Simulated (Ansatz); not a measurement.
Species: CN, net charge -1, singlet state. 
Structure (B3LYP-D3(BJ)/def2-TZVP (Ansatz, an electronic-structure program) minimum search):
```xyz
2

C      0.0000     0.0000    -0.6301
N      0.0000     0.0000     0.5401
```
Charge -1, spin multiplicity 1.

Basis-set convergence of Hartree-Fock and MP2 correlation energies (hartree) with Ansatz. Valence correlation only, unless marked. No spin-orbit coupling. No relativistic terms. This anion needs diffuse functions, which these sets lack.

| basis | functions | E(HF) | E(corr, MP2) |
|---|---|---|---|
| def2-SVP | 28 | -92.21969 | -0.27443 |
| def2-TZVPP | 62 | -92.34218 | -0.34027 |
| def2-QZVPP | 114 | ___ | ___ |

Task: Some entries are withheld; supply them.

Result: 
- def2-QZVPP, E(HF): -92.34701
- def2-QZVPP, E(corr, MP2): -0.36414
